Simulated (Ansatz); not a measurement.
Basis-set extrapolation for C$_{4}$H$_{10}$N$_{2}$ (`C1CNCCN1`) (PBE0-D4/def2-TZVP geometry, frozen core, the Gaussian-basis code of Ansatz). Multiplicity 1, RHF reference.

```csv
,def2-TZVPP,def2-QZVPP
HF,-266.263767,-266.276389
MP2 correlation,-1.106937,-1.179493
CCSD(T) correlation,-1.203125,not run
```

Energies in hartree. Use E(X) = E(∞) + A·exp(−7.88·√X) for Hartree–Fock and E(X) = E(∞) + B·X^(−2.97) for correlation, with X = 3 and 4, and add CCSD(T) minus MP2 of the smaller set to the MP2 limit.

Q: What is the CCSD(T) energy at the basis-set limit?

A: HF limit: -266.276389 + (-0.012622) × 0.13774 = -266.27813. MP2 limit: -1.179493 + (-0.072556) × 0.74074 = -1.23324. Higher-order term: -1.203125 − (-1.106937) = -0.09619. Total: -267.60756 hartree, 369.3 kJ/mol below CCSD(T)/def2-TZVPP.
